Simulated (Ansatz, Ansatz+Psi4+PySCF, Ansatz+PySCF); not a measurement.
```
atom    x (Å)    y (Å)    z (Å)
   C  -1.1290  -0.8743  -0.0001
   C  -0.0854   0.1172  -0.0003
   C   1.3594  -0.3580  -0.0001
   H  -2.1582  -0.5379   0.0011
   H  -0.9180  -1.9375  -0.0005
   O  -0.3708   1.3368   0.0000
   H   2.0217   0.5062  -0.0144
   H   1.5682  -0.9600   0.8895
   H   1.5621  -0.9862  -0.8727
```

Basis set: cc-pVTZ (spherical functions). Left uncorrelated: 4 orbitals. Correlation on ROHF uses semicanonical orbitals with singles. Charge 0, multiplicity 2.

Computed with Ansatz (development build ahead of 0.2.0); each method stands on the lowest determinant of its kind that the runs found.

Q: Give the atomization energy at this shape (free ground-state atoms in the same class of orbitals less the molecule, no zero-point energy) of doublet C3H5O by ROHF-MP2, UHF-MP2.

A:

| method | atomization energy |
| --- | --- |
| ROHF-MP2 | 37.61 eV |
| UHF-MP2 | 37.25 eV |

Caution: forces differ strongly between restricted and unrestricted references. Caution for UHF-MP2: the unrestricted determinant is spin contaminated.
